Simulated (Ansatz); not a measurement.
**C2H5FN2: up Jacob's ladder to CCSD(T)**

An exercise on one series of results from a longer session: the logs are not shown, and one member is left open.

Program: Ansatz 0.2.0, Gaussian basis. Level of theory: functionals in def2-TZVPP, the program's frozen cores in correlated methods. These are calculated values, not measurements.

The runs, in order: PBE-D4, r2SCAN-D4, PBE0-D4, B3LYP-D4, ωB97X-V, ωB97M-V, B2PLYP; CCSD(T)/def2-TZVPP; MP2/def2-QZVPP; extrapolation to the limit.

## The relaxed structure

The geometry comes from an earlier relaxation with PBE0-D4 in a triple-zeta def2 set; it is a stationary point, not always the lowest conformer.

10 atoms, charge 0, spin multiplicity 1.

Atoms are counted from 1 here; the program's logs count them from 0.

Bond lengths: F1–C2 1.404 Å, C2–N3 1.434 Å, C2–N5 1.434 Å, C2–H6 1.093 Å, N3–C4 1.471 Å, N3–H7 1.010 Å, C4–N5 1.471 Å, C4–H8 1.097 Å, C4–H9 1.092 Å, N5–H10 1.010 Å. Angles: F1–C2–N3 112.6°, F1–C2–N5 112.6°, F1–C2–H6 104.6°, N3–C2–N5 90.7°, N3–C2–H6 118.2°, N5–C2–H6 118.2°, C2–N3–C4 88.2°, C2–N3–H7 114.9°, C4–N3–H7 117.7°, N3–C4–N5 87.8°, N3–C4–H8 114.8°, N3–C4–H9 114.0°, N5–C4–H8 114.8°, N5–C4–H9 114.0°, H8–C4–H9 109.9°, C2–N5–C4 88.2°, C2–N5–H10 114.9°, C4–N5–H10 117.7°.

Set-up of the first run:

Input file in.yaml:

```yaml
crystal:
  periodic: [false, false, false]
  atoms:
    - {symbol: F, position_ang: [-0.402993, -0.933555, -1.589576]}
    - {symbol: C, position_ang: [0.536766, -0.261300, -0.791824]}
    - {symbol: N, position_ang: [0.065052, 1.016421, -0.343481]}
    - {symbol: C, position_ang: [-0.310515, 0.379526, 0.928279]}
    - {symbol: N, position_ang: [0.561056, -0.746032, 0.557440]}
    - {symbol: H, position_ang: [1.463119, -0.296224, -1.370151]}
    - {symbol: H, position_ang: [-0.673869, 1.418291, -0.903269]}
    - {symbol: H, position_ang: [-1.374603, 0.126967, 1.020031]}
    - {symbol: H, position_ang: [0.020676, 0.925760, 1.814530]}
    - {symbol: H, position_ang: [0.198411, -1.680952, 0.681019]}
basis:
  gaussian: {orbitals: def2-TZVPP}
hamiltonian: {xc: pbe, dispersion: d4}
output: {forces: true, orbitals: {seedname: orbitals}}
```

Run with:

```
$ ansatz run in.yaml --threads 4 --pin off --events-out ev --progress --plain --max-ram 10444MiB
```

Among the steps run: PBE-D4 (GGA); r2SCAN-D4 (meta-GGA); PBE0-D4 (hybrid); B3LYP-D4 (hybrid); ωB97X-V (range-separated); ωB97M-V (range-separated); B2PLYP (double hybrid); CCSD(T) in def2-TZVPP; MP2 in def2-QZVPP.

One of the session's tables, all rows but one given; the rest of the session is left out.

| method | atomisation energy (kcal/mol) |
| --- | --- |
| PBE-D4 | ? |
| r2SCAN-D4 | 905.1 |
| PBE0-D4 | 916.1 |
| B3LYP-D4 | 909.2 |
| ωB97X-V | 914.3 |
| ωB97M-V | 913.4 |
| B2PLYP | 897.6 |
| HF/def2-TZVPP | 600.5 |
| MP2/def2-TZVPP | 896.9 |
| CCSD/def2-TZVPP | 858.9 |
| CCSD(T)/def2-TZVPP | 876.3 |
| MP2/CBS | 925.5 |
| CCSD(T)/CBS | 905.0 |

Estimate the missing values for PBE-D4.

The run gave: atomisation energy (kcal/mol): 944.2. In the column «atomisation energy (kcal/mol)» it is the highest.
